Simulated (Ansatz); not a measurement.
System: body-centred tetragonal In. Method: r²SCAN+rVV10 (plane waves, PAW; Ansatz, a quantum-chemistry and plane-wave program).

Run with plane-wave cutoff 560 eV, 24×24×24 k mesh, Fermi–Dirac smearing 0.05 eV, scalar-relativistic PAW data made under PBE.

A third-order Birch–Murnaghan fit to the energies gives V0 = 25.666 Å³/atom, B0 = 46.0 GPa, B′ = 5.2.

```
V (Å³/atom)  P (GPa)
-----------  -------
24.640           ___
25.153           ___
25.666        -0.001
26.179        -0.868
26.693           ___
```

Task: Estimate the withheld pressures from this fit; the answers are the runs' own values.

Result: 
- 24.640, P (GPa): 2.084
- 25.153, P (GPa): 0.978
- 26.693, P (GPa): -1.632

The formula P = (3/2) B0 (x^(7/3) − x^(5/3)) [1 + (3/4)(B′ − 4)(x^(2/3) − 1)] with x = V0/V meets the computed pressures within 0.01 GPa when these rounded values are put in.

Shape and atoms are relaxed at each volume.

Measured, for comparison: bulk modulus 44.7 GPa (copied from a table, unchecked, extrapolated to 0 K and zero-point effects removed; as tabulated in Lejaeghere et al. (2013), arXiv:1204.2733). Computed (rounded) less measured: bulk modulus not scored (unchecked).

Note: the bulk modulus comes from volumes at which shape and atoms were relaxed.

Spin–orbit coupling is not included.

Static lattice: no zero-point or thermal effects.

Computing time: around 14 core-minutes (rough).
